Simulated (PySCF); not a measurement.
Compound: C5H7 (doublet state).
Z-matrix (Å and degrees, GFN2-xTB geometry), rows numbered from 1:
```
C 
C   1  1.2865
C   2  1.5386  1  125.86
C   3  1.4898  2  108.92  1   116.09
C   4  1.3220  3  124.14  2   103.91
H   1  1.0651  2  139.16  3    -0.13
H   2  1.0834  1  121.62  3   179.46
H   3  1.0916  2  107.84  1  -123.66
H   3  1.0905  2  109.04  1    -4.90
H   4  1.0819  3  115.35  2   -73.56
H   5  1.0765  4  122.04  3  -178.68
H   5  1.0780  4  121.72  3     2.12
```

The hyperfine couplings belong to this conformer and change with its torsions.

The species is `[H]/[C]=C\CC=C` [radical].

Computed, not measured: UKS B3LYP, pcH-1 on C H, non-relativistic, mean-field spin-orbit, GIAO in PySCF 2.14.0. Geometry: GFN2-xTB, one conformer, isolated molecule. A GFN2-xTB geometry isn't a minimum of the functional, and hyperfine couplings can be far from their values at a DFT geometry. No stability test was run, so a lower SCF solution isn't excluded.

(1) Match the computed a_iso(13C) values +307.3, +83.2, -17.4, -6.5, +3.8 MHz with the sites C1; C2; C3; C4; C5.

Answers

(1) 
```tsv
site	a_iso (MHz)	ρ(0) (bohr⁻³)	position	distance from C1 (Å)	spin population	largest |T| (MHz)
C1	+307.3	+0.2734	largest spin population	0.00	+1.03	141.3
C2	-17.4	-0.0155	1 bond from C1	1.29	-0.17	18.9
C3	+83.2	+0.0740	2 bonds from C1	2.52	+0.08	17.3
C4	-6.5	-0.0058	3 bonds from C1	3.47	-0.01	1.6
C5	+3.8	+0.0034	4 bonds from C1	4.56	+0.02	2.5
```

ρ(0) is the spin density at the nucleus and T the dipolar tensor; entries for several nuclei are means. Largest spin populations (Mulliken): C1 (+1.03), C2 (-0.17) and C3 (+0.08). C1 is the only atom above +0.15.

Class means assume fast exchange of nuclei equivalent by connectivity; if that motion is slow, each nucleus keeps its own coupling.
